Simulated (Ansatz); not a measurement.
# Abstraction of Cl: C4H9ClO + C3H5 → C4H9O + C3H5Cl

Species: C4H9ClO (2-chloroethyl ethyl ether) `CCOCCCl`, singlet; C3H5 `C=[C]C`, doublet; C4H9O `[CH2]COCC`, doublet; C3H5Cl (2-chloropropene) `C=C(C)Cl`, singlet. A radical takes Cl: the energy is the difference in strength between two C–Cl bonds in different surroundings.

Shapes, held fixed at every level: PBE0-D4/def2-TZVP. Flexible molecules stand in one conformer, not always the lowest. Programs: Ansatz 0.2.0. Electronic energies: no zero-point or thermal term.

```csv
level,kind,ΔE (kJ/mol)
PBE-D4/def2-TZVPP,GGA,-30.4
r2SCAN-D4/def2-TZVPP,meta-GGA,-31.6
B3LYP-D4/def2-TZVPP,global hybrid,-30.2
PBE0-D4/def2-TZVPP,global hybrid,-30.3
wB97M-V/def2-TZVPP,range-separated hybrid,-30.8
wB97X-V/def2-TZVPP,range-separated hybrid,-28.6
B2PLYP/def2-TZVPP,double hybrid,-28.5
```

B2PLYP/def2-TZVPP gives ΔE = -28.5 kJ/mol; the levels span -31.6 to -28.5. The median of the levels is -30.3. No measured value is set beside it here. Spin contamination: C3H5 (⟨S²⟩ up to 0.91). Open shells run unrestricted.
